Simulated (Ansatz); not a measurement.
# CHLiSi (SMILES [Li][C]#[SiH]): one structure at several levels

The atoms stand at a frame of a short trajectory. How far do the functionals agree with CCSD(T) there?

Computed with Ansatz 0.2.0, Gaussian basis. Level: single points in def2-TZVPP.

Correlated methods freeze the cores. The outer core shell of Li, Na, Mg and K is correlated.

2 further runs of the same task are left out: 2 that didn't finish.

## (1) Starting geometry

4 atoms, charge 0, spin multiplicity 1.

Atoms are counted from 1 here; the program's logs count them from 0.

Bond lengths: Li1–C2 1.941 Å, C2–Si3 1.660 Å, Si3–H4 1.499 Å. Angles: Li1–C2–Si3 125.8°, C2–Si3–H4 170.6°.

As a file:

```
Li   -1.65901    1.34273   -1.09456
C    -0.96353    0.02447    0.14921
Si    0.62908   -0.41928    0.30307
H     1.98984   -0.95875    0.62797
```

## (2) PBE-D4/def2-TZVPP

run/in.yaml reads:

```yaml
crystal:
  periodic: [false, false, false]
  atoms:
    - {symbol: Li, position_ang: [-1.659014, 1.342732, -1.094556]}
    - {symbol: C, position_ang: [-0.963531, 0.024473, 0.149212]}
    - {symbol: Si, position_ang: [0.629082, -0.419279, 0.303068]}
    - {symbol: H, position_ang: [1.989836, -0.958750, 0.627971]}
basis:
  gaussian: {orbitals: def2-TZVPP}
hamiltonian: {xc: pbe, dispersion: d4}
output: {forces: true}
```

Run with:

```sh
$ ansatz run in.yaml --threads 2 --pin off --events-out ev --progress --plain --max-ram 3481MiB
```

## (3) r2SCAN-D4/def2-TZVPP

run/in.yaml, as its differences from that of step 2:

```diff
@@ -9,3 +9,3 @@
   gaussian: {orbitals: def2-TZVPP}
-hamiltonian: {xc: pbe, dispersion: d4}
+hamiltonian: {xc: r2scan, dispersion: d4}
 output: {forces: true}
```

## (4) PBE0-D4/def2-TZVPP

run/in.yaml, as its differences from that of step 3:

```diff
@@ -9,3 +9,3 @@
   gaussian: {orbitals: def2-TZVPP}
-hamiltonian: {xc: r2scan, dispersion: d4}
-output: {forces: true}
+hamiltonian: {xc: pbe0, dispersion: d4}
+output: {forces: true, orbitals: {seedname: orbitals}}
```

## (5) wB97M-V/def2-TZVPP

run/in.yaml, as its differences from that of step 4:

```diff
@@ -9,3 +9,3 @@
   gaussian: {orbitals: def2-TZVPP}
-hamiltonian: {xc: pbe0, dispersion: d4}
-output: {forces: true, orbitals: {seedname: orbitals}}
+hamiltonian: {xc: {name: wB97M-V}}
+output: {forces: true}
```

## (6) CCSD(T)/def2-TZVPP

run/in.yaml, as its differences from that of step 5:

```diff
@@ -9,3 +9,3 @@
   gaussian: {orbitals: def2-TZVPP}
-hamiltonian: {xc: {name: wB97M-V}}
+correlation: {method: ccsd_t}
 output: {forces: true}
```

(Steps that only read results are left out.)

**Question.** What will these runs give? Wanted: energy less free atoms, CCSD(T)/def2-TZVPP; RMS force component; RMS force error; HOMO and LUMO, PBE0-D4; T1 diagnostic.

As calculated:

| quantity | value |
| --- | --- |
| energy less free atoms, CCSD(T)/def2-TZVPP | -10.078 eV |
| RMS force component | 0.187 to 0.373 eV/Å over the methods |
| RMS force error | PBE-D4 0.182, r2SCAN-D4 0.280, PBE0-D4 0.377, wB97M-V 0.524 eV/Å |
| HOMO and LUMO, PBE0-D4 | -5.36 and -1.18 eV |
| T1 diagnostic | 0.026 |

In words: Against CCSD(T) the functionals' energies less atoms differ by -0.663 to -0.065 eV, PBE-D4 by -0.663 eV. CCSD(T) in triple zeta still lacks some correlation energy of the bonds, so part of these gaps is its own basis error and they don't rank the functionals. The forces of PBE-D4 come nearest to CCSD(T), those of wB97M-V are farthest. Frozen-core CCSD(T) forces in triple zeta carry basis errors of their own, and this is one geometry, so small gaps rank nothing. The T1 diagnostic is large here, over the usual mark for main-group molecules (transition-metal compounds often pass it harmlessly), so CCSD(T) itself may be off. The restricted Hartree–Fock reference is unstable towards an unrestricted one at one or more of these structures.
